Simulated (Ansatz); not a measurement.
C2H4ClF (`FCCCl`). Total charge 0; spin multiplicity 1. Geometry: relaxed with PBE0-D4/def2-TZVP. It is one conformer, not always the lowest.

```xyz
8

F     1.058    0.972    1.017
C     0.478    0.591   -0.171
C    -0.567   -0.462    0.058
Cl    0.139   -2.004    0.593
H     0.004    1.473   -0.616
H     1.266    0.227   -0.836
H    -1.272   -0.144    0.825
H    -1.106   -0.653   -0.870
```

Task: What is the dipole moment at ωB97M-V/def2-TZVPP? (An estimate is asked.)

Result: Ansatz gave: 2.66 D, with components (-1.45, 1.06, -1.96) D in this frame, pointing from negative to positive charge.

Task: And with PBE, r2SCAN, B3LYP? (Estimate.)

Result: Computed: PBE 2.53 D, r2SCAN 2.67 D, B3LYP 2.67 D.

Task: Give the Mulliken charges with ωB97M-V, r2SCAN, B3LYP in def2-TZVPP. (Best estimate.)

Result: The calculation gave: 
```
atom  ωB97M-V  r2SCAN  B3LYP
  F1    -0.23   -0.24  -0.24
  C2     0.05    0.17   0.10
  C3    -0.15    0.02  -0.08
 Cl4    -0.12   -0.17  -0.15
  H5     0.09    0.03   0.07
  H6     0.10    0.04   0.08
  H7     0.13    0.07   0.12
  H8     0.12    0.06   0.10
```

B3LYP here is the variant with VWN-RPA as its local correlation; programs differ in this.
